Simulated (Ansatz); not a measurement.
Geometry optimisation, RKS PBE/def2-mTZVP in Ansatz 0.2.0.

Input:

```yaml
crystal:
  periodic: [false, false, false]
  atoms:
    - { symbol: Si, position_ang: [0.0, 0.0, 0.0] }
    - { symbol: O, position_ang: [0.0, 0.0, 2.03] }
    - { symbol: H, position_ang: [-0.9095, -0.2814, 2.3671] }
    - { symbol: H, position_ang: [1.3768, 0.0, -0.4862] }
    - { symbol: H, position_ang: [-0.6877, 1.1914, -0.4862] }
    - { symbol: H, position_ang: [-0.6877, -1.1914, -0.4862] }
    - { symbol: H, position_ang: [0.9186, -1.3949, 0.555] }
    - { symbol: H, position_ang: [0.7199, -1.0931, 1.4744] }
basis:
  gaussian: { orbitals: def2-mTZVP }
hamiltonian:
  xc: pbe
relax:
  f_tol: 0.15
  max_steps: 25
  restrain:
    - { distance: [0, 6], at: 1.46, k: 30.0 }
    - { distance: [7, 1], at: 1.01, k: 30.0 }
    - { distance: [0, 1], at: 2.88, k: 30.0 }
    - { distance: [7, 6], at: 1.86, k: 30.0 }
```

Run as:

```bash
$ ansatz run input.yaml --threads 1 --pin off --max-ram 2048MiB --backend cpu --events-out ev --progress --plain --runs-dir out
```

**Question.** Where does it end, and by what steps?

**Answer.** It converged. The restraints hold the end off the free minimum. After 19 steps the energy has fallen by 2.073 eV (the restraints' own energy left out); H4 moved furthest, 1.33 Å. Parted: Si1–O2 (2.03 → 2.89 Å). Joined: O2–H8 (1.42 → 0.99 Å).

| step | energy less start (eV) | largest force component (eV/Å) | accepted |
| --- | --- | --- | --- |
| 0 | 0.0000 | 2.450 | yes |
| 1 | 0.9580 | 2.552 | yes |
| 2 | 0.9877 | 2.273 | yes |
| 3 | 0.2677 | 2.119 | yes |
| 4 | -0.6506 | 1.650 | yes |
| 5 | -1.3389 | 1.017 | yes |
| 6 | -1.7369 | 1.124 | yes |
| 7 | -1.8665 | 0.857 | yes |
| 8 | -1.8734 | 1.222 | yes |
| 9 | -1.8913 | 1.347 | yes |
| 10 | -1.9843 | 0.690 | yes |
| 11 | -2.0303 | 0.642 | yes |
| 12 | -2.0515 | 0.591 | yes |
| 13 | -2.0355 | 1.132 | no |
| 14 | -2.0549 | 0.571 | yes |
| 15 | -2.0604 | 0.697 | yes |
| 16 | -2.0694 | 0.609 | yes |
| 17 | -2.0495 | 1.272 | no |
| 18 | -2.0705 | 0.580 | yes |
| 19 | -2.0732 | 0.612 | yes |

```xyz
8
Properties=species:S:1:pos:R:3
Si 0.373 -0.217 -0.417
O -0.485 -0.154 2.337
H -1.105 -0.862 2.593
H 1.071 -0.339 -1.740
H 0.074 1.222 -0.169
H -0.869 -1.044 -0.471
H 1.293 -0.749 0.606
H 0.379 -0.626 2.228
```

The run took 22 s on 1 thread of Arm Neoverse V2, on a shared host, peak memory 0.11 GiB.
